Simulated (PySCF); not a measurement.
BF3, SMILES FB(F)F. Atoms are numbered in the order given.

```xyz
4

B      0.0000     0.0000     0.0000
F     -1.3156     0.0000     0.0000
F      0.6578     1.1394     0.0000
F      0.6578    -1.1394     0.0000
```
Charge 0, spin multiplicity 1.

Geometry optimised at B3LYP-D3(BJ)/def2-TZVP. The isomer is the one that the SMILES or the coordinates give; other isomers of the formula were not compared.

Computed with CAM-B3LYP/def2-TZVPD in PySCF.

Symmetry labels are those of the subgroup C2v that the program uses (full group D3h).

### Question
List the valence orbital energies around the gap with their symmetry. (The exact figures need the calculation; the answer reports its results.)

### Answer

| orbital | symmetry | energy (eV) |
|---|---|---|
| HOMO−7 | A1 | -17.87 |
| HOMO−6 | B1 | -17.87 |
| HOMO−5 | B2 | -16.83 |
| HOMO−4 | B1 | -14.98 |
| HOMO−3 | A1 | -14.98 |
| HOMO−2 | B2 | -14.73 |
| HOMO−1 | A2 | -14.73 |
| HOMO | B1 | -13.87 |
| LUMO | A1 | 0.23 |
| LUMO+1 | B2 | 1.65 |
| LUMO+2 | A1 | 2.00 |
| LUMO+3 | B1 | 2.00 |
